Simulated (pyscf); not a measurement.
Thermochemistry of product channels of `[CH3][GaH2]` + `[NH3]` on the singlet surface, in eV, from ωB97M-D3(BJ)/def2-TZVP energies (ideal gas, 1 atm, RRHO with modes under 100 cm⁻¹ raised to 100, one conformer, R ln 2 for chiral ones without a mode under 150 cm⁻¹). Single points on ωB97X-D3(BJ)/def2-SVP structures (PySCF, gas phase).

| products | ΔE | ΔH(298 K) | ΔG(600 K) | ΔG(1200 K) |
|---|---|---|---|---|
| `[CH4]` + `[NH2][GaH2]` | … | -0.72 | -0.56 | -0.40 |
| `[CH3][GaH][NH2]` + `[H][H]` | -0.32 | -0.42 | -0.26 | … |

Problem. Some entries are withheld; supply them.

Solution. 
- `[CH4]` + `[NH2][GaH2]`, ΔE: -0.73
- `[CH3][GaH][NH2]` + `[H][H]`, ΔG(1200 K): -0.19

These are energies of the channels, which say nothing of barriers. Elements up to Kr have no core potential and no relativistic terms here.
